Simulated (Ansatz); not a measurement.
Species: CH3O, net charge 0, doublet state. It need not be the lowest isomer of its formula. 
Coordinates optimised at B3LYP-D3(BJ)/def2-TZVP (Ansatz, a first-principles code):
```
C
O 1 1.3645
H 2 0.9632 1 109.87
H 1 1.0785 2 113.74 3 175.53
H 1 1.0823 4 121.49 2 153.15
```
Charge 0, spin multiplicity 2.

Basis-set convergence of Hartree-Fock and CCSD(T) correlation energies (hartree) with Ansatz. Correlated levels leave the core frozen unless marked. UHF or UKS for open shells. Spin-orbit coupling is left out. Non-relativistic.

```tsv
basis	functions	E(HF)	E(corr, CCSD(T))
def2-SVP	43	-114.32772	-0.33820
def2-TZVPP	104	(withheld)	(withheld)
```

**Question.** Fill in the missing entries.

**Answer.** 
- def2-TZVPP, E(HF): -114.46822
- def2-TZVPP, E(corr, CCSD(T)): -0.42432
